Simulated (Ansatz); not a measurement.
# BNH2O (SMILES BN=O) at CCSDT/STO-3G

Aim: the energy change on altering one bond length of BNH2O at CCSDT/STO-3G, from 2 runs. 

The results are computed with Ansatz 0.2.0.

59 further runs of the same task are left out: 4 that didn't finish, 55 set aside as unsound or not needed.

## 1. Starting point

The species is BNH2O (5 atoms), meant as a singlet with charge 0. As SMILES, `BN=O`. The coordinates come from a GFN2-xTB relaxation.

Bond lengths: B1–N2 1.295 Å, N2–O3 1.192 Å, B1–H4 1.165 Å, B1–H5 1.166 Å. Angles: B1–N2–O3 179.9°, N2–B1–H4 118.8°, N2–B1–H5 118.8°, H4–B1–H5 122.4°.

## 2. A single-point energy at CCSDT/STO-3G

File job.yaml:

```yaml
basis:
  gaussian:
    orbitals: STO-3G
crystal:
  periodic: [false, false, false]
  atoms:
    - {symbol: B, position_ang: [-0.303260, 0.384710, -0.206480]}
    - {symbol: N, position_ang: [0.435210, -0.552070, 0.296940]}
    - {symbol: O, position_ang: [1.113730, -1.415380, 0.760240]}
    - {symbol: H, position_ang: [-1.158940, 0.091910, -0.941520]}
    - {symbol: H, position_ang: [-0.086740, 1.490830, 0.090820]}
total_charge: 0
correlation:
  method: ccsdt
  frozen_orbitals: {B: 1, H: 0, "N": 1, O: 1}
accuracy: high
scf:
  omitted_lower_state_checks: [cluster_reference, increment]
```

Run with:

```sh
$ ansatz run job.yaml --threads 1 --pin off --max-ram 2610MiB --events-out events.jsonl --progress --plain --runs-dir runs
```

Log (excerpt; [...] marks lines left out):

```text
Warning: RAYON_NUM_THREADS=1 ignored (pool sized by the plan → 1); use --threads N
Functional definition: HF
  name "HF"
[...]
294 factors; integrals over basis functions are off by at most 2.9e-8 eV
[...]
mean field -4164.07624973 eV, -153.0269796652 hartree, gradient 1.6e-8 eV, S^2 0.000000; 0 other end points of the search recorded, 0 dependent functions left out; unrestricted orbitals would lower it
3 core orbitals not correlated: weight in the atoms' cores, before any rotation towards them, 1.000 or more for the frozen orbitals, at most 0.000 for the correlated occupied ones
reference -4164.07624973 eV, -153.0269796652 hartree; 8, 8 occupied and 6, 6 virtual orbitals, 294 factors
second order -4.48355354 eV of doubles, -0.00000000 eV of singles
cycle   1  -4.93469950 eV  change   -4.5e-1 eV  update   1.2e-1
[...]
cycle  30  -5.62368352 eV  change  -5.7e-10 eV  update   1.0e-9
Total energy: -4169.69993324 eV, -153.2336462226 hartree
Checks for a lower state left out: cluster_reference, increment
```

It took 0.42 s on 1 thread of Arm Neoverse V1, shared host.

## 3. The distorted shape, same level

File input.yaml:

```yaml
crystal:
  periodic: [false, false, false]
  atoms:
    - symbol: B
      position_ang: [-0.487870, 0.618896, -0.332330]
    - symbol: "N"
      position_ang: [0.435210, -0.552070, 0.296940]
    - symbol: O
      position_ang: [1.113730, -1.415380, 0.760240]
    - symbol: H
      position_ang: [-1.343550, 0.326096, -1.067370]
    - symbol: H
      position_ang: [-0.271350, 1.725016, -0.035030]
basis:
  gaussian:
    orbitals: STO-3G
correlation:
  method: ccsdt
  frozen_orbitals: {B: 1, H: 0, "N": 1, O: 1}
accuracy: high
scf:
  omitted_lower_state_checks: [cluster_reference, increment]
```

Run with:

```sh
$ ansatz run input.yaml --threads 1 --pin off --max-ram 2610MiB --events-out events.jsonl --progress --plain --runs-dir runs
```

Log (excerpt; [...] marks lines left out):

```text
Warning: RAYON_NUM_THREADS=1 ignored (pool sized by the plan → 1); use --threads N
[... 2 set-up lines as earlier in the session ...]
[...]
293 factors; integrals over basis functions are off by at most 2.9e-8 eV
[...]
mean field -4162.64166724 eV, -152.9742597312 hartree, gradient 2.5e-8 eV, S^2 0.000000; 0 other end points of the search recorded, 0 dependent functions left out; unrestricted orbitals would lower it
3 core orbitals not correlated: weight in the atoms' cores, before any rotation towards them, 1.000 or more for the frozen orbitals, at most 0.000 for the correlated occupied ones
reference -4162.64166724 eV, -152.9742597312 hartree; 8, 8 occupied and 6, 6 virtual orbitals, 293 factors
second order -4.61397539 eV of doubles, -0.00000000 eV of singles
cycle   1  -4.97156461 eV  change   -3.6e-1 eV  update   1.7e-1
[...]
cycle  38  -6.03756157 eV  change   6.9e-10 eV  update  4.3e-10
Total energy: -4168.67922881 eV, -153.1961360263 hartree
Checks for a lower state left out: cluster_reference, increment
```

It took 0.5 s on 1 thread of Arm Neoverse V1, shared host.

## 4. Outcome

Level: CCSDT/STO-3G, 3 core orbitals frozen.

| quantity | value |
| --- | --- |
| first shape: total energy | -153.23365 Eh |
| first shape: correlation energy (3 core orbitals frozen) | -206.7 mEh |
| first shape: T1 diagnostic | 0.026 |
| distorted shape: total energy | -153.19614 Eh |
| distorted shape: correlation energy (3 core orbitals frozen) | -221.9 mEh |
| distorted shape: T1 diagnostic | 0.049 |
| energy change with the B1–N2 bond stretched from 1.295 to 1.618 Å | 1.021 eV |

In words: With the B1–N2 bond stretched from 1.295 to 1.618 Å the energy rises by 1.02 eV (98 kJ/mol). The first shape isn't relaxed at this level, so the change isn't measured from a minimum. The minimal basis adds a large error of its own. The T1 diagnostic (first shape) of 0.026 is above the customary mark for such species, so a single reference may not serve. The restricted solution (first shape) is unstable to spin breaking: an unrestricted one lies lower. The T1 diagnostic (distorted shape) of 0.049 is above the customary mark for such species, so a single reference may not serve. The restricted solution (distorted shape) is unstable to spin breaking: an unrestricted one lies lower.
